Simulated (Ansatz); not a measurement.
## Relative stability

The two ends of one reaction step of CH$_{7}$BO, closed shell (PBE0-D4/def2-TZVP).

A:

```
atom    x (Å)    y (Å)    z (Å)
  B1  -0.1862   0.3273  -1.6653
  O2  -1.5147   0.1609  -1.5067
  H3   0.5288  -0.6151  -1.8764
  H4   0.2298   1.4466  -1.5941
  H5  -0.4917   0.1806   1.4911
  C6   0.5466  -0.1133   1.6427
  H7  -1.7956  -0.7553  -1.5741
  H8   0.7014  -1.1239   1.2650
  H9   0.7804  -0.0856   2.7066
 H10   1.2009   0.5778   1.1113
```

B:

B1  (0.290, 0.197, -0.556)
O2  (-1.420, -0.007, -0.486)
H3  (0.614, -0.694, -1.314)
H4  (0.349, 1.302, -1.042)
H5  (-1.600, -0.896, -0.158)
C6  (0.765, 0.043, 0.952)
H7  (-1.753, 0.034, -1.390)
H8  (0.559, -0.944, 1.385)
H9  (0.342, 0.800, 1.620)
H10  (1.853, 0.163, 0.989)
(Å)

Program: Ansatz 0.2.0. Basis: def2-TZVPP. Cores are frozen in the correlated methods. B3LYP uses VWN-RPA correlation.

(1) Which structure is lower at CCSD(T), and by how much? (Judge from chemistry; the value comes from the calculation.)

The T1 diagnostic stays at or below 0.012.

Answers

(1) Computed: A, by 102.4 kJ/mol (electronic energy, against the other). By their contacts, A is a complex of BH₃O ([BH2][OH]) + CH₄ and B is CH₇BO ([CH3][BH2][OH2]).

All methods give the same order:

```tsv
method	E(B) − E(A) (kJ/mol)
SPW92	63.4
PBE-D4	93.7
BLYP-D4	114.5
r2SCAN-D4	98.2
B97M-V	103.7
PBE0-D4	92.7
B3LYP-D4	111.8
r2SCAN0-D4	96.5
BHLYP-D4	112.7
CAM-B3LYP-D4	107.6
wB97X-V	101.6
wB97M-V	99.8
B2PLYP	111.4
PBE-QIDH	94.4
RPA on PBE	107.1
HF	139.3
MP2	100.3
CCSD	106.1
CCSD(T)	102.4
```

Labels in which every atom is bracketed show which atoms are joined, not bond orders.

For scale, one of the runs: CCSD(T)/def2-TZVPP, 191 basis functions, launched by `ansatz run in.yaml --threads 2 --pin off --events-out ev --progress --plain --max-ram 4352MiB`. The run took 42 s on 2 CPU threads of an Arm Neoverse V1 (shared host), with 2.2 GiB of host memory at its peak.
